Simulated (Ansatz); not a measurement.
The input, for Ansatz 0.2.0:

```yaml
crystal:
  periodic: [false, false, false]
  atoms:
    - {symbol: S, position_ang: [0.000000, 0.000000, 0.000000]}
    - {symbol: Li, position_ang: [0.000000, 0.000000, 6.575000]}
basis:
  gaussian: {orbitals: cc-pVDZ}
total_charge: 1
magnetization: {spin_polarized: false, initial_magnetization: 2}
correlation: {method: fci, electrons: outside_noble_gas}
```

```sh
$ ansatz run in.yaml --threads 1 --pin off --events-out ev --progress --plain --max-ram 2393MiB
```

The program prints:

```
537 factors; integrals over basis functions are off by at most 1.2e-7 eV
mean field evaluation 1: about -11012.8587 eV, gradient 1.1e1 eV
mean field evaluation 2: about -11012.8800 eV, gradient 1.1e1 eV
mean field evaluation 4: about -11013.2773 eV, gradient 4.0e-1 eV
mean field evaluation 8: about -11013.2796 eV, gradient 1.3e-4 eV
mean field evaluation 16: about -11013.1810 eV, gradient 3.1e0 eV
mean field evaluation 32: about -11013.2779 eV, gradient 5.1e-1 eV
mean field evaluation 64: about -11013.2767 eV, gradient 2.5e-1 eV
mean field -11013.27961448 eV, -404.7305607633 hartree, gradient 2.3e-6 eV, S^2 2.000000; 9 other end points of the search recorded, 0 dependent functions left out
mean field evaluation 96: about -11012.7872 eV, gradient 9.5e0 eV
mean field evaluation 128: about -11013.3633 eV, gradient 9.0e-2 eV
mean field evaluation 160: about -11013.3346 eV, gradient 3.5e-1 eV
determinant -11013.27961448 eV, -404.7305607633 hartree, with singles and doubles -11016.17683174 eV, -404.8370315338 hartree
determinant -11013.22807115 eV, -404.7286665805 hartree, with singles and doubles -11016.12599229 eV, -404.8351632181 hartree
determinant -11013.27961448 eV, -404.7305607633 hartree, with singles and doubles -11016.17730741 eV, -404.8370490141 hartree
determinant -11013.22807115 eV, -404.7286665805 hartree, with singles and doubles -11016.12618250 eV, -404.8351702083 hartree
6 core orbitals not correlated: weight in the atoms' cores, before any rotation towards them, 1.000 or more for the frozen orbitals, at most 0.000 for the correlated occupied ones
reference -11013.27961448 eV, -404.7305607633 hartree; 4, 2 occupied and 22, 24 virtual orbitals, 537 factors
state -11016.22156403 eV, -404.8386754151 hartree
Total energy: -11016.22156403 eV, -404.8386754151 hartree
```

Natural occupations: 1.9620 1.9596 0.9941 0.9941 0.0142 0.0134 0.0134 0.0111 0.0111 0.0111 0.0058 0.0049 0.0049 0.0001 0.0000 0.0000 0.0000 0.0000 0.0000 0.0000 0.0000 0.0000 0.0000 0.0000.

Ran on 1 thread of Arm Neoverse V1, shared host: 13 s wall, 0.24 GiB peak host memory.
